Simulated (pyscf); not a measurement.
`[OH][Si]([F])([F])[F]` + `[FH]` + `[FH]` → `[F][Si]([F])([F])[F]` + `[OH2]` + `[FH]` (multi-bond step; singlet surface; O–Si, F–H, F–H broken, F–Si, H–O, F–H formed). Single points on ωB97X-D3(BJ)/def2-SVP structures (PySCF, gas phase). Energies in kcal/mol from the separated reactants.

| level | barrier | reaction energy |
|---|---|---|
| PBE/def2-TZVP | -8.7 | -7.8 |
| r²SCAN/def2-TZVP | -10.4 | -7.9 |
| B3LYP-D3(BJ)/def2-TZVP | -5.2 | -7.5 |
| PBE0-D3(BJ)/def2-TZVP | -7.4 | -6.9 |
| ωB97M-D3(BJ)/def2-TZVP | -4.7 | -7.4 |
| HF/def2-TZVP | 16.9 | -7.7 |

On the reactant side the descent ends in an adduct with a F–Si contact, 10.7 kcal/mol under the separated species and 6.3 kcal/mol under the saddle at ωB97X-D3(BJ)/def2-TZVP. On the product side the descent ends in an adduct with a O–Si contact, 5.0 kcal/mol under the separated species and 7.5 kcal/mol under the saddle at ωB97X-D3(BJ)/def2-TZVP. At PBE, r²SCAN, B3LYP-D3(BJ), PBE0-D3(BJ), ωB97M-D3(BJ) the saddle lies under the separated reactants, which points to a path from their complex (located at ωB97X-D3(BJ) alone). At PBE, r²SCAN, PBE0-D3(BJ) the saddle lies under the separated products, which points to a path from their complex (located at ωB97X-D3(BJ) alone). What is counted as formed (F–Si) is already present as a longer contact in the reactant adduct; forming that adduct is a step of its own. What is counted as broken (O–Si) persists as a longer contact in the product adduct; parting that adduct is a step of its own. One saddle was located; it need not be the lowest between these sides.
